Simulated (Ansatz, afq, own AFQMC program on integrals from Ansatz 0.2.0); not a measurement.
AFQMC on a folder of integrals that Ansatz 0.2.0 wrote.

```yaml
crystal:
  periodic: [false, false, false]
  atoms:
    - {symbol: N, position_ang: [-0.496245, 0.617434, -0.094338]}
    - {symbol: Zn, position_ang: [0.704224, -1.048798, 0.133593]}
    - {symbol: H, position_ang: [-0.789571, 0.272775, -1.065920]}
    - {symbol: H, position_ang: [-0.873608, 1.533789, 0.312664]}
basis:
  gaussian: {orbitals: def2-TZVP}
magnetization: {spin_polarized: true, initial_magnetization: 3}
correlation: {method: ccsd_t, electrons: outside_noble_gas, hamiltonian_folder: ham}
```

```sh
$ ansatz run in.yaml --threads 1 --pin off --events-out ev --progress --plain --max-ram 16896MiB --backend cuda --devices 0, --max-vram 18GiB
```

Options of the walk:

```
--method phaseless --trial cisd --walkers 2800 --populations 20 --least-time 60 --time-step 0.005 --steps-per-block 50 --equilibration-blocks 40 --max-blocks 4000 --target-error 0.00026 --factor-cut 1e-05 --start spin_pure --seed 7697 --release-times 0.24,0.51,0.99,1.5 --release-step 0.03 --release-every 4 --taylor-order 6
```

Times are imaginary, in 1/Eh. The walk had a cap of 371 s. With eight or more populations the least sampling time is a fifth of least-time, and the error comes from their spread.

afq prints:

```
orbitals 81  electrons 11 8  factors 634 of 708
reference energy -1833.29717406 Eh
CCSD correlation -0.54673257 Eh in 17 cycles, weight of the determinant in the CISD state 0.8819
energy of the start -1833.842939 Eh
 block  time / (1/Eh)  mean weight  energy / Eh
     1     0.250  0.9998  -1833.841982
     2     0.500  1.0005  -1833.848863
     3     0.750  0.9995  -1833.851693
     4     1.000  1.0008  -1833.853091
     5     1.250  1.0000  -1833.856276
     8     2.000  0.9997  -1833.855385
    11     2.750  1.0016  -1833.854962
    17     4.250  1.0002  -1833.860175
    23     5.750  0.9993  -1833.858145
    29     7.250  1.0001  -1833.859144
    35     8.750  0.9999  -1833.857404
    41    10.250  0.9991  -1833.856053
    47    11.750  0.9997  -1833.855094
    53    13.250  0.9996  -1833.859380
    59    14.750  0.9995  -1833.857499
    65    16.250  1.0001  -1833.856577
    71    17.750  0.9984  -1833.857914
    77    19.250  1.0005  -1833.856968
    83    20.750  1.0001  -1833.857267
    89    22.250  1.0000  -1833.858243
error from the spread of 20 populations
released: time / (1/Eh)  energy / Eh  error  mean overlap
  0.24  -1833.858369  0.000185  0.9888
  0.51  -1833.858020  0.000273  0.9858
  0.99  -1833.857962  0.000374  0.9803
  1.50  -1833.857303  0.000617  0.9887
energy -1833.857792 +/- 0.000253 Eh
(rows thinned)
```

The run passed its tests (sampling time, drift between the halves within three errors, error under three times the target), which doesn't prove that it has relaxed.

Against this walk (error 6.9 meV) on the same determinant: CCSD(T) 10.9 meV higher (within the noise). The error is statistical and leaves out the bias of the constraint. Released to 0.99 1/Eh the energy moves by -5 ± 12 meV (both errors), within twice the noise.

Cautions: constraint bias not in the error; no relativity below Rb; outer-core shells of the metal frozen; higher spins were not checked.

The walk took 4.8 min on 1 × NVIDIA H100 80GB HBM3 with 2 threads of AMD EPYC 7R13 Processor (Zen 3), with other jobs on the host (the card was shared). The log's last line is the phaseless energy.
